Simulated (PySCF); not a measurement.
Gas-phase reaction: B2O2 + 4 BF2 ⇌ 6 BF + 2 FO

Computed with PySCF (xtb for GFN2) and rigid-rotor harmonic-oscillator thermochemistry at 1 bar. The comparison is the NASA 1993 polynomial table, which mixes measured and estimated data. After a fit of one offset per element over all species, the range-separated, M06-2X, PBE0/def2-QZVP and CCSD(T)/def2-TZVPP enthalpies, where run, lie to one side of the table for BF2 (+92 kJ/mol): a fault of the table's entry, another state or a shared error of the levels is possible; this was not checked at source. † marks an energy on the PBE0/def2-TZVP geometry and frequencies; other levels use their own. MP2 and CCSD(T) freeze the core. 6-31G* has spherical d functions here. Open shells (unrestricted): BF2 (multiplicity 2), FO (multiplicity 2, electronic degeneracy 4); the rest are closed-shell singlets. GFN2 has no spin-polarisation term. Spin-orbit splitting is ignored; it lowers the true energy and changes the entropy of FO. B3LYP is the form with VWN-RPA correlation. For this reaction the table lies outside the span of B3LYP, CCSD(T), M06-2X, MP2, PBE0, r2SCAN, ωB97M-V, ωB97X-V in their largest bases here; which side is off was not settled. MP2 isn't extrapolated to the basis-set limit; its ΔH°(298 K) is 2287.5 kJ in def2-SVP and 2224.9 kJ in def2-TZVPP. CCSD(T) isn't extrapolated to the basis-set limit; its ΔH°(298 K) is 2031.8 kJ in def2-SVP and 1976.4 kJ in def2-TZVPP. The harmonic model lacks anharmonicity and excited electronic states, which grow with temperature; levels with a mode under 35 cm⁻¹ are left out. The table's entry may be an old estimate for B2O2, BF2, BF, FO (not checked at source). Warning, large T1 diagnostic: B2O2 (CCSD(T)/def2-SVP†).

```
level               ΔH°(298 K), kJ  minus table  ΔG°(2000 K), kJ
------------------  --------------  -----------  ---------------
table                       2338.1            -           1529.8
B3LYP/6-31G*                2066.9       -271.2           1258.2
CCSD(T)/def2-SVP†           2031.8       -306.3           1226.5
GFN2-xTB                    2455.0        116.9           1681.1
HF/def2-TZVP†               1971.2       -366.9           1165.9
M06-2X/def2-TZVP†           2117.2       -220.9           1311.9
MP2/def2-TZVPP†             2224.9       -113.2           1419.6
PBE0/def2-SVP†              2191.9       -146.2           1386.5
r2SCAN/def2-TZVP†           2180.2       -157.9           1374.9
ωB97M-V/def2-TZVP†          1964.9       -373.2           1159.6
ωB97X-V/def2-TZVP†          2003.1       -335.0           1197.8
```
